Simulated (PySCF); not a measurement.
Species: BH2NO.
InChI=1S/BH2NO/c1-2-3/h1H2

The closed-shell ground state was solved at several levels (PySCF, density fitting, gas phase, non-relativistic). Isolated species at its GFN2-xTB geometry, gas phase.

| level | basis functions | total energy (Eh) | HOMO (eV) | LUMO (eV) | gap (eV) | dipole (D) |
| --- | --- | --- | --- | --- | --- | --- |
| B3LYP/pcJ-1 | 101 | -155.9508 | -7.05 | -3.56 | 3.49 | 0.72 |
| PBE0/pcSseg-1 | 61 | -155.7448 | -7.27 | -3.28 | 3.99 | 0.74 |

(1) What might CAM-B3LYP/def2-SVPD (79 basis functions) give for the same quantities?

(2) Over all these levels, which gives the widest orbital gap and which the narrowest?

(3) How far do the dipole and the HOMO energy spread over the levels?

## Answers

(1) Total energy -155.7609 Eh, HOMO -8.79 eV, LUMO -2.14 eV, gap 6.65 eV, dipole 0.87 D.

(2) CAM-B3LYP/def2-SVPD (range-separated hybrid) has the widest, 6.65 eV, and B3LYP/pcJ-1 (global hybrid, 20 % exact exchange) the narrowest, 3.49 eV. Functional and basis both differ between the two, so the spread mixes both effects.

(3) The dipole runs from 0.72 to 0.87 D (mean 0.77 D) and the HOMO from -8.79 to -7.05 eV.
